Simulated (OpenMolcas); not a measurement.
# HNO2 (nitrous acid): levels of theory compared

Wanted: a comparison of 6 runs (HF/STO-3G, HF/3-21G, HF/def2-TZVP, B3LYP/6-31G*, TPSS/def2-TZVP, CCSD(T)/def2-TZVP) of HNO2 (nitrous acid). 

The calculation is run with OpenMolcas 26.06.

1 further run of the same task is left out (set aside as unsound or not needed).

**1. The structure to begin with**

The species is HNO2 (4 atoms), meant as a singlet with charge 0. As SMILES, `O=NO`. The coordinates come from a PBE0-D4/def2-TZVP relaxation.

Bond lengths: O1–N2 1.162 Å, N2–O3 1.397 Å, O3–H4 0.967 Å. Angles: O1–N2–O3 111.2°, N2–O3–H4 102.9°.

**2. Energy and gradient at HF/STO-3G (run 1)**

test.inp

```
>>> EXPORT MOLCAS_PRINT=2
&GATEWAY
BasLib
$CurrDir
Coord
4
angstrom
O        0.413650       0.047230       1.437260
N        0.320150      -0.419400       0.377370
O       -0.362650       0.434660      -0.492650
H       -0.371140      -0.062490      -1.321980
Basis
STO-3G
Group
NoSym
&SEWARD
&SCF
Thresholds
1e-10 1e-07 1e-07 1e-05
PrOrbitals
1
&ALASKA
```

The basis set STO-3G is read from a file made from the Basis Set Exchange's data (not shown).

Command:

```sh
$ export MOLCAS_MEM=1860
$ pymolcas test.inp > test.log
```

What it wrote:

```text
--- Start Module: gateway ---
[...]
--- Stop Module: gateway /rc=_RC_ALL_IS_WELL_ ---
[...]
      Basis functions           16
[...]
--- Start Module: scf ---
[...]
       Convergence after  14 Iterations
[...]
::    Total SCF energy                               -201.9050019449
[...]
      Total spin, S                                     0.0000000000
[...]
      Total electronic charge=   24.000000
      Total            charge=   -0.000000
[...]
      Dipole Moment (debye):
      Origin of the operator (angstrom)=    0.1048    0.0377    0.4055
                   X= -1.9209E-01               Y= -5.4599E-01               Z= -1.5122E+00           Total=  1.6192E+00
      Quadrupole Moment (debye*angstrom):
[...]
--- Stop Module: scf /rc=_RC_ALL_IS_WELL_ ---
--- Start Module: alaska ---
[...]
 *              Molecular gradients               *
 **************************************************
  Irreducible representation: a
 ------------------------------------------------------------------------------------------
                              X                       Y                       Z
 ------------------------------------------------------------------------------------------
  O1               -9.02603082231090E-03   -7.03606695725512E-02   -1.43123945368199E-01
  N2               -3.33315842987636E-03    9.07271112517876E-02    1.35286557252805E-01
  O3                1.39928940134650E-02   -4.05801475882717E-02   -1.93714342240545E-02
  H4               -1.63370476126998E-03    2.02137059090461E-02    2.72088223394564E-02
 ------------------------------------------------------------------------------------------
--- Stop Module: alaska /rc=_RC_ALL_IS_WELL_ ---
[...]
```

Run time: 1.9 s. Hardware: 1 thread of Arm Neoverse V1, shared host; peak memory 0.37 GiB.

**3. Energy and gradient at HF/3-21G (run 2)**

calc.inp

```
&GATEWAY
 BASLIB = $CurrDir
 COORD
 4
 angstrom
 O        0.413650       0.047230       1.437260
 N        0.320150      -0.419400       0.377370
 O       -0.362650       0.434660      -0.492650
 H       -0.371140      -0.062490      -1.321980
 BASIS = 3-21G
 GROUP = NoSym

&SEWARD

&SCF
 THRESHOLDS = 1e-10 1e-07 1e-07 1e-05
 PRORBITALS = 1 2

&ALASKA
```

The basis set 3-21G is read from a file made from the Basis Set Exchange's data (not shown).

Command:

```sh
$ export MOLCAS_MEM=1860
$ pymolcas calc.inp > calc.log
```

What it wrote:

```text
--- Start Module: gateway ---
[...]
--- Stop Module: gateway /rc=_RC_ALL_IS_WELL_ ---
[...]
      Basis functions           29
[...]
--- Start Module: scf ---
[...]
       Convergence after  14 Iterations
[...]
::    Total SCF energy                               -203.4639259294
[...]
      Total spin, S                                     0.0000000000
[...]
      Total electronic charge=   24.000000
      Total            charge=   -0.000000
[...]
      Dipole Moment (debye):
      Origin of the operator (angstrom)=    0.1048    0.0377    0.4055
                   X= -1.0354E-01               Y= -1.2276E+00               Z= -2.3196E+00           Total=  2.6264E+00
      Quadrupole Moment (debye*angstrom):
[...]
--- Stop Module: scf /rc=_RC_ALL_IS_WELL_ ---
--- Start Module: alaska ---
[...]
 *              Molecular gradients               *
 **************************************************
  Irreducible representation: a
 ------------------------------------------------------------------------------------------
                              X                       Y                       Z
 ------------------------------------------------------------------------------------------
  O1               -3.77017891707920E-03   -1.43416652573043E-02   -3.55247834329564E-02
  N2               -1.14483058428885E-02    3.03229352824319E-02    1.12098991467837E-02
  O3                1.19386051669794E-02   -1.16732909282469E-02    2.04663350765668E-02
  H4                3.27987959299005E-03   -4.30797909687985E-03    3.84854920961697E-03
 ------------------------------------------------------------------------------------------
--- Stop Module: alaska /rc=_RC_ALL_IS_WELL_ ---
[...]
```

It took 1.9 s on 1 thread of Arm Neoverse V1, shared host; peak memory 0.37 GiB.

Run 3 isn't shown in full; the table further down has it.

**4. Energy and gradient at B3LYP/6-31G(d) (spherical functions) (run 4)**

run.inp

```
&GATEWAY
BasLib=$CurrDir
Coord
4
angstrom
O        0.413650       0.047230       1.437260
N        0.320150      -0.419400       0.377370
O       -0.362650       0.434660      -0.492650
H       -0.371140      -0.062490      -1.321980
Basis=6-31Gs
Group=NoSym
&SEWARD
GridInput
Grid=UltraFine
End of Grid
&SCF
KSDFT=B3LYP
Thresholds=1e-10 1e-07 1e-07 1e-05
PrOrbitals=1 2
&ALASKA
```

The basis set 6-31G* is read from a file made from the Basis Set Exchange's data (not shown).

Command:

```sh
$ export MOLCAS_MEM=1860
$ pymolcas run.inp > run.log
```

What it wrote:

```text
--- Start Module: gateway ---
[...]
--- Stop Module: gateway /rc=_RC_ALL_IS_WELL_ ---
[...]
      Basis functions           44
[...]
--- Start Module: scf ---
[...]
       Convergence after  15 Iterations
[...]
::    Total KS-DFT energy                            -205.6893530734
[...]
      Total spin, S                                     0.0000000000
[...]
      Total electronic charge=   24.000000
      Total            charge=   -0.000000
[...]
      Dipole Moment (debye):
      Origin of the operator (angstrom)=    0.1048    0.0377    0.4055
                   X= -2.5587E-01               Y= -7.5212E-01               Z= -2.0544E+00           Total=  2.2026E+00
      Quadrupole Moment (debye*angstrom):
[...]
--- Stop Module: scf /rc=_RC_ALL_IS_WELL_ ---
[...]
--- Start Module: alaska ---
[...]
 *              Molecular gradients               *
 **************************************************
  Irreducible representation: a
 ------------------------------------------------------------------------------------------
                              X                       Y                       Z
 ------------------------------------------------------------------------------------------
  O1               -2.82297551150323E-03   -1.51651456727846E-02   -3.37352694383277E-02
  N2               -4.91171620420516E-03    2.50140870333286E-02    2.41605611555009E-02
  O3                7.69904335391480E-03   -1.40943588944591E-02    2.61320066923698E-03
  H4                3.56483617933168E-05    4.24541753392660E-03    6.96150761355785E-03
 ------------------------------------------------------------------------------------------
--- Stop Module: alaska /rc=_RC_ALL_IS_WELL_ ---
[...]
```

Run time: 9.3 s. Hardware: 1 thread of Arm Neoverse V1, shared host; peak memory 0.38 GiB.

Run 5 isn't shown in full; the table further down has it.

**5. A single-point energy at CCSD(T)/def2-TZVP (Cholesky decomposition) (run 6)**

calc.input

```
>>> EXPORT MOLCAS_PRINT=2
&GATEWAY
BasLib=$CurrDir
Coord
4
bohr
O      0.78168521     0.08925176     2.71602777
N      0.60499582    -0.79255114     0.71312595
O     -0.68530918     0.82138836    -0.93097358
H     -0.70135295    -0.11808899    -2.49818014
Basis=def2-TZVP
Group=NoSym
&SEWARD
High
&SCF
Thresholds=1e-10 1e-07 1e-07 1e-05
PrOrbitals=1 2
&CHCC
Frozen=3
Threshold=1e-08
MaxIterations=80
&CHT3
Frozen=3
```

The basis set def2-TZVP is read from a file made from the Basis Set Exchange's data (not shown).

Command:

```sh
$ export MOLCAS_MEM=1860
$ pymolcas calc.input > calc.log
```

What it wrote:

```text
--- Start Module: gateway ---
[...]
--- Stop Module: gateway /rc=_RC_ALL_IS_WELL_ ---
[...]
      Basis functions           99
[...]
       Convergence after  16 Iterations
[...]
::    Total SCF energy                               -204.7327518014
[...]
      Total spin, S                                     0.0000000000
[...]
      Total electronic charge=   24.000000
      Total            charge=   -0.000000
[...]
      Dipole Moment (debye):
      Origin of the operator (angstrom)=    0.1048    0.0377    0.4055
                   X= -1.6138E-01               Y= -1.0154E+00               Z= -2.1678E+00           Total=  2.3993E+00
      Quadrupole Moment (debye*angstrom):
[...]
--- Start Module: chcc ---
[...]
--- Stop Module: chcc /rc=_RC_ALL_IS_WELL_ ---
[...]
--- Start Module: cht3 ---
[...]
--- Stop Module: cht3 /rc=_RC_ALL_IS_WELL_ ---
[...]
```

Run time: 7.4 min. Hardware: 1 thread of Arm Neoverse V1, shared host; peak memory 0.17 GiB.

**6. Overview of the runs**

| run | level | integration grid | integral approximation | energy (Eh) | dipole moment (D) of the reference | HOMO energy (eV) | LUMO energy (eV) | wall time |
| --- | --- | --- | --- | --- | --- | --- | --- | --- |
| 1 | HF/STO-3G | – | none | -201.905002 | 1.62 | -9.06 | 6.47 | 1.9 s |
| 2 | HF/3-21G | – | none | -203.463926 | 2.63 | -12.01 | 3.00 | 1.9 s |
| 3 | HF/def2-TZVP | – | none | -204.732752 | 2.40 | -12.43 | 2.73 | 13 s |
| 4 | B3LYP/6-31G* (spherical functions) | UltraFine | none | -205.689353 | 2.20 | -7.45 | -2.00 | 9.3 s |
| 5 | TPSS/def2-TZVP | UltraFine | none | -205.827043 | 2.14 | -6.53 | -3.16 | 39 s |
| 6 | CCSD(T)/def2-TZVP (Cholesky decomposition) | – | CD high | -205.436178 | 2.40 | -12.43 | 2.73 | 7.4 min |

**7. Outcome**

| quantity | value |
| --- | --- |
| run 6: total energy | -205.43618 Eh |
| run 6: dipole moment (mean-field density) | 2.40 D |
| run 6: HOMO energy (Hartree–Fock orbitals) | -12.43 eV |
| run 6: LUMO energy (Hartree–Fock orbitals) | 2.73 eV |
| run 6: HOMO–LUMO gap (Hartree–Fock orbitals) | 15.16 eV |
| run 6: correlation energy (3 core orbitals frozen) | -703.4 mEh |
| run 6: (T) correction | -31.19 mEh |

What this shows: Over runs 1, 2, 3, 4, 5 the dipole moment (its size) runs from 1.62 D (HF/STO-3G) to 2.63 D (HF/3-21G). Over runs 1, 2, 3, 4, 5 the HOMO–LUMO gap runs from 3.37 eV (TPSS/def2-TZVP) to 15.53 eV (HF/STO-3G). The two ends differ in method and basis. Totals of different functionals can't be ranked against each other. In run 1 the basis is minimal, so the values are rough. All runs together took 8.5 min, the longest 7.4 min.
